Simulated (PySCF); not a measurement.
Molecule (SMILES): S (H2S).
Geometry (B3LYP-D3(BJ)/def2-TZVP, fixed):
```
S
H 1 1.3426
H 1 1.3426 2 92.55
```
Charge 0, spin multiplicity 1.

Basis-set convergence of the mean static polarisability at PBE0 with PySCF. All functions are spherical. Density fitting with generated auxiliary sets. No added dispersion term, no relativity. Reference: the value in aug-pcseg-3, 24.98 bohr³, itself unsure by roughly 0.8 % (its mean distance from aug-cc-pV(Q+d)Z, aug-pcseg-2, aug-cc-pV(T+d)Z). Deviations are taken from unrounded values.

```tsv
basis	functions	mean static polarisability (bohr³)
def2-SVP	28	14.26
def2-SVPD	43	24.44
pcseg-1	28	15.24
aug-pcseg-1	45	24.59
cc-pV(D+d)Z	33	14.90
aug-cc-pV(D+d)Z	50	23.61
6-311G**	38	15.64
6-311+G**	42	17.70
def2-TZVP	49	18.16
def2-TZVPD	64	24.79
pcseg-2	62	17.66
aug-pcseg-2	96	24.75
cc-pV(T+d)Z	67	18.71
aug-cc-pV(T+d)Z	101	24.65
def2-TZVPP	70	18.62
def2-TZVPPD	85	24.81
cc-pV(Q+d)Z	124	21.42
aug-cc-pV(Q+d)Z	181	24.94
def2-QZVPP	130	21.71
def2-QZVPPD	145	24.95
pcseg-3	130	22.11
aug-pcseg-3	187	24.98
```

What the diffuse functions change, pair by pair:
- def2-SVP to def2-SVPD: 15 more functions, deviation -42.9 to -2.2 %
- pcseg-1 to aug-pcseg-1: 17 more functions, deviation -39.0 to -1.6 %
- cc-pV(D+d)Z to aug-cc-pV(D+d)Z: 17 more functions, deviation -40.4 to -5.5 %
- 6-311G** to 6-311+G**: 4 more functions, deviation -37.4 to -29.1 %
- def2-TZVP to def2-TZVPD: 15 more functions, deviation -27.3 to -0.8 %
- pcseg-2 to aug-pcseg-2: 34 more functions, deviation -29.3 to -0.9 %
- cc-pV(T+d)Z to aug-cc-pV(T+d)Z: 34 more functions, deviation -25.1 to -1.3 %
- def2-TZVPP to def2-TZVPPD: 15 more functions, deviation -25.5 to -0.7 %
- cc-pV(Q+d)Z to aug-cc-pV(Q+d)Z: 57 more functions, deviation -14.2 to -0.2 %
- def2-QZVPP to def2-QZVPPD: 15 more functions, deviation -13.1 to -0.1 %
- pcseg-3 to aug-pcseg-3: 57 more functions, deviation -11.5 to 0.0 %

Leaving out the reference's own pair, they bring the value nearer the reference by more than 0.8 % in 10 of 10 pairs.
